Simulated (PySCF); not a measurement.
Molfile (atoms numbered from 1):
```
C5H10
     RDKit          3D

 15 14  0  0  0  0  0  0  0  0999 V2000
    2.1676    1.4048    0.6332 C   0  0  0  0  0  0  0  0  0  0  0  0
    1.5820    0.3923    0.0101 C   0  0  0  0  0  0  0  0  0  0  0  0
    0.3345   -0.2879    0.4622 C   0  0  0  0  0  0  0  0  0  0  0  0
   -0.8094   -0.1520   -0.5390 C   0  0  0  0  0  0  0  0  0  0  0  0
   -2.0553   -0.9055   -0.1089 C   0  0  0  0  0  0  0  0  0  0  0  0
    1.7614    1.8038    1.5577 H   0  0  0  0  0  0  0  0  0  0  0  0
    3.0693    1.8681    0.2496 H   0  0  0  0  0  0  0  0  0  0  0  0
    2.0184    0.0212   -0.9167 H   0  0  0  0  0  0  0  0  0  0  0  0
    0.0266    0.1133    1.4337 H   0  0  0  0  0  0  0  0  0  0  0  0
    0.5380   -1.3560    0.6142 H   0  0  0  0  0  0  0  0  0  0  0  0
   -1.0397    0.9100   -0.6726 H   0  0  0  0  0  0  0  0  0  0  0  0
   -0.4753   -0.5158   -1.5172 H   0  0  0  0  0  0  0  0  0  0  0  0
   -2.4200   -0.5443    0.8567 H   0  0  0  0  0  0  0  0  0  0  0  0
   -2.8638   -0.7893   -0.8340 H   0  0  0  0  0  0  0  0  0  0  0  0
   -1.8524   -1.9749   -0.0046 H   0  0  0  0  0  0  0  0  0  0  0  0
  1  2  2  0
  2  3  1  0
  3  4  1  0
  4  5  1  0
  1  6  1  0
  1  7  1  0
  2  8  1  0
  3  9  1  0
  3 10  1  0
  4 11  1  0
  4 12  1  0
  5 13  1  0
  5 14  1  0
  5 15  1  0
M  END
```

[PySCF 2.14: structure optimised with PBE0-D3(BJ)/def2-TZVP; NMR shieldings at B97-2/pcSseg-2/GIAO; equivalent nuclei averaged; no relativistic terms; single conformer; no solvent]

Question: List the cross peaks expected in HSQC, COSY and HMBC spectra.

Answer: 

HSQC (one-bond C–H):
```csv
δH,δC
6.24 (H8),150.9 (C2)
5.31 (H6),120.8 (C1)
5.20 (H7),120.8 (C1)
2.06 (H9/H10),43.8 (C3)
1.36 (H11/H12),29.6 (C4)
1.00 (H13/H14/H15),17.7 (C5)
```

COSY cross peaks (H two or three bonds apart, from the bond graph; peaks can be absent where the dihedral angle is near 90°):
```csv
δH,δH
6.24 (H8),5.31 (H6)
6.24 (H8),5.20 (H7)
6.24 (H8),2.06 (H9/H10)
5.31 (H6),5.20 (H7)
2.06 (H9/H10),1.36 (H11/H12)
1.36 (H11/H12),1.00 (H13/H14/H15)
```

HMBC (two and three bonds, from the bond graph):
```csv
δH,δC
6.24 (H8),"120.8 (C1), 43.8 (C3), 29.6 (C4)"
5.31 (H6),"150.9 (C2), 43.8 (C3)"
5.20 (H7),"150.9 (C2), 43.8 (C3)"
2.06 (H9/H10),"150.9 (C2), 120.8 (C1), 29.6 (C4), 17.7 (C5)"
1.36 (H11/H12),"150.9 (C2), 43.8 (C3), 17.7 (C5)"
1.00 (H13/H14/H15),"43.8 (C3), 29.6 (C4)"
```

Referencing at the same level of theory: 1H, 13C against TMS.

Short H···H contacts in this conformer between protons four or more bonds apart (candidates for NOE cross peaks, intensity ∝ r⁻⁶): H6···H9 2.43 Å, H10···H15 2.55 Å, H8···H12 2.62 Å.

Shifts are as computed. Against solution values, carbons near 30 ppm lie about +3 ppm off and those near 130 ppm about +7 ppm. Of 1211 compounds with measured shifts, 218 miss one by over three times the rms of a fit or turn the order of signals round; such compounds aren't used in these exercises.
